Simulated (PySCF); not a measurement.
# SiCl: the SCF solver's settings

Do solver options change the result for SiCl, or only the number of cycles?

Program: PySCF 2.14.0. Level of theory: each script names its method and basis. These are calculated values, not measurements.

**1. The starting structure**

SiCl: 2 atoms, charge 0, spin multiplicity 2.

Bond lengths: Si1–Cl2 1.877 Å.

**2. The base run**

input.py

```python
from pyscf import gto, scf

mol = gto.M(
    atom='Si 0 0 0; Cl 0 0 1.877',
    basis='jorge-dzp',
    charge=0,
    spin=1,
    verbose=4,
)
mf = scf.UHF(mol)
mf.kernel()
mf.dip_moment()
print('orbital energies (hartree):', [e[max(0, n-3):n+3].round(4) for e, n in zip(mf.mo_energy, mol.nelec)])
```

On the command line:

```
OMP_NUM_THREADS=1 python input.py
```

The log of this run is left out.

In short: E(SCF) = -748.405816 Eh, 11 cycles, ⟨S²⟩ = 0.768, μ = 0.14 D.

The bond length is a typed value, not an optimised one.

**3. Initial guess huckel**

Variant 1 changes initial guess: minao → huckel.

input.py

```python
from pyscf import gto, scf

mol = gto.M(
    atom='Si 0 0 0; Cl 0 0 1.877',
    basis='jorge-dzp',
    charge=0,
    spin=1,
    verbose=4,
)
mf = scf.UHF(mol)
mf.init_guess = 'huckel'
mf.kernel()
mf.dip_moment()
print('orbital energies (hartree):', [e[max(0, n-3):n+3].round(4) for e, n in zip(mf.mo_energy, mol.nelec)])
```

On the command line:

```
OMP_NUM_THREADS=1 python input.py
```

**4. Cycle limit 200**

Variant 2 changes cycle limit: 50 → 200.

input.py, as its differences from that of step 2:

```diff
@@ -10,2 +10,3 @@
 mf = scf.UHF(mol)
+mf.max_cycle = 200
 mf.kernel()
```

**5. Convergence threshold 1e-11 hartree**

Variant 3 changes convergence threshold: default → 1e-11 hartree.

input.py, as its differences from that of step 2:

```diff
@@ -10,2 +10,3 @@
 mf = scf.UHF(mol)
+mf.conv_tol = 1e-11
 mf.kernel()
```

**6. Initial guess sap**

Variant 4 changes initial guess: minao → sap.

input.py, as its differences from that of step 2:

```diff
@@ -10,2 +10,3 @@
 mf = scf.UHF(mol)
+mf.init_guess = 'sap'
 mf.kernel()
```

**7. Convergence threshold 1e-05 hartree**

Variant 5 changes convergence threshold: default → 1e-05 hartree.

input.py, as its differences from that of step 2:

```diff
@@ -10,2 +10,3 @@
 mf = scf.UHF(mol)
+mf.conv_tol = 1e-05
 mf.kernel()
```

**8. Second-order solver on**

Variant 6 changes second-order solver: off → on.

input.py, as its differences from that of step 2:

```diff
@@ -10,2 +10,3 @@
 mf = scf.UHF(mol)
+mf = mf.newton()
 mf.kernel()
```

What does the calculation give? Wanted: for each run, E(SCF); from base; gap, α spin; SCF dipole.

The runs gave:

```tsv
run	E(SCF) (hartree)	from base (eV)	cycles	gap, α spin (eV)	SCF dipole (D)
base	-748.405816	0	11	7.90	0.14
initial guess huckel	-748.405816	0.0000	10	7.90	0.14
cycle limit 200	-748.405816	0.0000	11	7.90	0.14
convergence threshold 1e-11 hartree	-748.405816	0.0000	13	7.90	0.14
initial guess sap	-748.405816	0.0000	11	7.90	0.14
convergence threshold 1e-05 hartree	-748.405816	0.0000	7	7.90	0.14
second-order solver on	-748.405816	0.0000	2 macro	7.90	0.14
```

Distance from each run's final energy (log10 hartree) by cycle:

```tsv
run	cycle 1	cycle 2	cycle 3	cycle 5	cycle 8	cycle 12
base	-1.6	-2.4	-3.1	-4.5	-7.4	done
initial guess huckel	-1.7	-2.6	-3.6	-5.0	-8.0	done
cycle limit 200	-1.6	-2.4	-3.1	-4.5	-7.4	done
convergence threshold 1e-11 hartree	-1.6	-2.4	-3.1	-4.5	-7.4	< -11
initial guess sap	-1.7	-2.5	-3.1	-4.5	-7.3	done
convergence threshold 1e-05 hartree	-1.6	-2.4	-3.1	-4.5	done	done
```

What this shows: With initial guess huckel or cycle limit 200 or convergence threshold 1e-11 hartree or initial guess sap or convergence threshold 1e-05 hartree or second-order solver on the SCF ends at the base energy. With initial guess huckel, cycle limit 200, initial guess sap the path hardly changes: 10 to 11 cycles against 11.
